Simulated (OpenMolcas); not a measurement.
Predicting a hybrid from its neighbours: CH3AlO

CH3AlO: 6 atoms, total charge 0, spin state singlet. SMILES: `[CH3][Al]=[O]`. The shape is that of a PBE0-D4/def2-TZVP optimisation.

The electronic atomisation energy y, in eV, basis aug-cc-pVDZ; a is the functional's share of exact exchange. Programs: OpenMolcas 26.06.

| functional | program | a | y (eV) |
| --- | --- | --- | --- |
| BLYP | OpenMolcas | 0 | 21.24 |
| PBE | OpenMolcas | 0 | 21.71 |
| B3LYP | OpenMolcas | 0.2 | 21.05 |
| PBE0 | OpenMolcas | 0.25 | ? |
| BHLYP | OpenMolcas | 0.5 | 20.07 |

Problem. Fit y = c + s·a to the known rows and predict PBE0.

Solution. 
1. Means of the 4 rows: a = 0.1750, y = 21.017.
2. Σ(Δa)² = 0.1675, Σ(Δa·Δy) = -0.46725, so the slope is -0.46725/0.1675 = -2.7896.
3. Intercept: 21.017 − (-2.7896) × 0.1750 = 21.505. The largest residual of the fit is 0.27.
4. PBE0: 21.505 + (-2.7896) × 0.25 = 20.81 eV.

The run gave 21.00 eV, so the prediction is off by -0.19 eV, within the largest residual. The rows mix families of semi-local functionals, which the line can't see.
